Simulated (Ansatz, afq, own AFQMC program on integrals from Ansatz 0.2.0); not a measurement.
AFQMC on a folder of integrals that Ansatz 0.2.0 wrote.

```yaml
crystal:
  periodic: [false, false, false]
  atoms:
    - {symbol: W, position_ang: [0.000000, 0.000000, 0.000000]}
    - {symbol: O, position_ang: [0.000000, 0.000000, 1.703200]}
basis:
  gaussian: {orbitals: def2-SVP}
magnetization: {spin_polarized: true, initial_magnetization: 6}
correlation: {method: ccsd_t, electrons: outside_noble_gas, hamiltonian_folder: ham}
```

```sh
$ ansatz run in.yaml --threads 1 --pin off --events-out ev --progress --plain --max-ram 1843MiB
```

Options of the walk:

```
--method free --trial cisd --walkers 60 --time-step 0.03 --max-blocks 80 --target-error 0.00042 --factor-cut 1e-05 --seed 6950 --times 0,0.21,0.42,0.81,1.2,1.8,2.4,3 --taylor-order 8
```

Times are imaginary, in 1/Eh. The walk had a cap of 1773 s. Core potentials past Kr, no spin–orbit coupling.

afq prints:

```
orbitals 41  electrons 9 3  factors 331 of 443
reference energy -141.04665257 Eh
CCSD correlation -0.22833851 Eh in 15 cycles, weight of the determinant in the CISD state 0.9099
repeat  energy at the last time / Eh  error
    10  -141.281578  0.000813
    20  -141.281271  0.000825
    30  -141.281441  0.000698
    40  -141.281828  0.000775
    50  -141.281823  0.000702
    60  -141.281834  0.000609
    70  -141.281646  0.000585
    80  -141.281505  0.000540
time / (1/Eh)  energy / Eh  error  mean overlap
  0.00  -141.275138  0.000194  1.0997
  0.21  -141.278439  0.000192  1.0954
  0.42  -141.279543  0.000212  1.0988
  0.81  -141.280591  0.000261  1.0977
  1.20  -141.280699  0.000252  1.1006
  1.80  -141.281339  0.000364  1.0997
  2.40  -141.280840  0.000389  1.1191
  3.00  -141.281505  0.000540  1.1249
energy -141.281505 +/- 0.000540 Eh
```

The run passed its tests (error under three times the target), which doesn't prove that it has relaxed.

Against this walk (error 14.7 meV) on the same determinant: CCSD(T) 24.1 meV higher (within the noise), CCSDT(Q) 12.0 meV lower (within the noise). The error is statistical, and a free projection of finite length keeps a remainder of its start.

Cautions: remainder of the start not in the error; error above the target (14.7 against 11.4 meV); no spin-orbit coupling; outer-core shells of the metal frozen; another spin lies lower (by 4.44 eV).

The walk took 5 min on 1 thread of Arm Neoverse V2 (shared host). The log's last line is the free-projection energy.

CCSDT and higher add their correlation energy to the determinant of the CCSD(T) run, since their own runs factorise the integrals more tightly (a shift of under 2 meV). A walk keeps the symmetry of its determinant, which the program's search chose and which needn't be the lowest solution, so a lower state of the same spin and another symmetry isn't excluded.
